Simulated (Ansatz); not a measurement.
How far each method lies from full CI for AlP, triplet

Geometry: that of the AlP, singlet, kept fixed.

```xyz
2

Al    0.0000    0.0000    0.0000
P     0.0000    0.0000    2.0726
```

Basis 6-31G; Ansatz 0.2.0. Correlated methods freeze the noble-gas cores, which leaves 8 electrons in 16 orbitals. R marks a restricted (for open shells ROHF) determinant, U an unrestricted one. Active spaces: valence = (8e, 8o) chosen from the atoms' valence shells.

Full CI is exact within this basis and frozen core; it isn't the basis-set limit. The frozen core follows each run's orbitals, which can shift R against U totals by a few meV.

For open shells CISD and CISDTQ are restricted-active-space CI with the open shells as a complete middle space.

```
UHF ⟨S²⟩                            : 2.176
⟨S²⟩ of the determinant under UCCSD : 2.046
T1 diagnostic (RCCSD)               : 0.0382
largest doubles amplitude (RCCSD)   : 0.092
T1 diagnostic (UCCSD)               : 0.0405
```

```
                   level  E − E(full CI) (kcal/mol)  share of correlation (%)  wall time
                     RHF                      58.54                      0.00          –
                    RMP2                      13.13                     77.57          –
                    UMP2                      15.32                     73.82          –
                    CISD                       5.02                     91.43      1.4 s
                   RCCSD                       3.13                     94.66          –
                   UCCSD                       2.87                     95.10          –
                RCCSD(T)                       0.73                     98.75      2.2 s
                UCCSD(T)                       0.80                     98.63      3.8 s
                 BCCD(T)                       0.86                     98.52      2.4 s
                  RCCSDT                       0.12                     99.79          –
                  UCCSDT                       0.10                     99.84          –
                  CISDTQ                       0.13                     99.78      3.9 s
               RCCSDT(Q)                       0.06                     99.90        7 s
               UCCSDT(Q)                      -0.04                    100.07      8.5 s
                 RCCSDTQ                       0.00                     99.99       38 s
                 UCCSDTQ                       0.00                    100.00       39 s
  CASSCF (valence space)                      17.85                     69.51          –
  NEVPT2 (valence space)                       5.36                     90.85      4.3 s
  MRCISD (valence space)                       0.55                     99.06          –
MRCISD+Q (valence space)                       0.11                     99.81      5.5 s
```

The correlation energy at full CI, counted from RHF, is -2.538 eV. That run took 12 s on 1 thread of Arm Neoverse N1, shared host over 827,904 determinants.

Run but not shown, since their state, orbitals or frozen core can't be matched to the reference's or they repeat it: UHF.

Times hold each run's SCF and search for its determinant on a shared host, so for small cases they say little of a method's own cost; they ran on 1 thread of Arm Neoverse N1.

The full-CI state has the irrep B2 of C2v, in the program's axes (one component, if the state is degenerate).

Natural occupations of full CI about the gap: 1.980 1.920 1.910 1.014 0.983 0.084 0.046 0.027 0.010 0.008; effectively unpaired electrons, Σ n²(2−n)², 2.09.
